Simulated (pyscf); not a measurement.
Optimised with ωB97X-D3(BJ)/def2-SVP in PySCF.

**Question.** HO–SiH₂–AsH–SiH₃ + hydrogen (H₂) → H₃Si–AsH–SiH₃ + water (H₂O)
Surface: singlet. Broken: O–Si, H–H. Formed: H–Si, H–O. Give ΔE‡ and ΔE from ωB97X-D3(BJ)/def2-TZVP, relative to the separated reactants.

**Answer.** ΔE‡ = 215.6 kJ/mol, ΔE = +68.3 kJ/mol. ωB97M-D3(BJ)/def2-TZVP gives 211.6 kJ/mol and +66.2 kJ/mol. Zero-point energy shifts the barrier by +11.1 kJ/mol. It is a four-centre exchange, with an imaginary mode of 1308i cm⁻¹. HO–SiH₂–AsH–SiH₃ lies 69.7 kJ/mol over its isomer H₃Si–O–SiH₂–AsH₂ (electronic energy, ωB97M-D3(BJ)/def2-TZVP). This is the saddle that the search found; another between the same sides may lie lower. Elements up to Kr have no core potential and no relativistic terms here.
